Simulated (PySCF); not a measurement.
Compound: H6NPSi.
Bonds: N1–Si2, Si2–P3. Hydrogens: H4, H5 on N1; H6, H7 on Si2; H8, H9 on P3.

Computed, not measured: PBE0-D3(BJ)/def2-SVP geometry optimisation, gas phase (PySCF 2.14.0).

**Question.** List the bond lengths and angles at this level.

**Answer.** 
| bond | length (bohr) |
| --- | --- |
| N1–Si2 | 3.269 |
| Si2–P3 | 4.273 |
| N1–H4, N1–H5 | 1.916 |
| Si2–H6 | 2.824 |
| Si2–H7 | 2.842 |
| P3–H8, P3–H9 | 2.699 |

Bonds in one row agree within 0.02 bohr and their mean is given. A selection of angles:
| angle | degrees |
| --- | --- |
| Si2–N1–H4 | 119.5 |
| H4–N1–H5 | 110.8 |
| N1–Si2–P3 | 106.3 |
| N1–Si2–H6 | 106.8 |
| N1–Si2–H7 | 117.0 |
| P3–Si2–H6 | 114.8 |
| P3–Si2–H7 | 105.0 |
| H6–Si2–H7 | 107.3 |
| Si2–P3–H8 | 93.7 |
| Si2–P3–H9 | 95.0 |
| H8–P3–H9 | 94.4 |

N1 (silicon-bound nitrogen) has angles 119.7°, 119.5° and 110.8°, sum 349.9°, 0.22 Å off the plane of its three neighbours. P3 (three-coordinate phosphorus) is pyramidal (angles 95.0°, 94.4° and 93.7°, sum 283.1°, 0.85 Å off the plane of its three neighbours). Si2 (SiH2 silicon) is distorted tetrahedral (angles from 105.0° to 117.0°).

Not checked by PBE0-D3(BJ)/def2-SVP frequencies. One conformer, not necessarily the lowest (H–N1–Si2–P3 52° and -165°, N1–Si2–P3–H 178° and 84°).
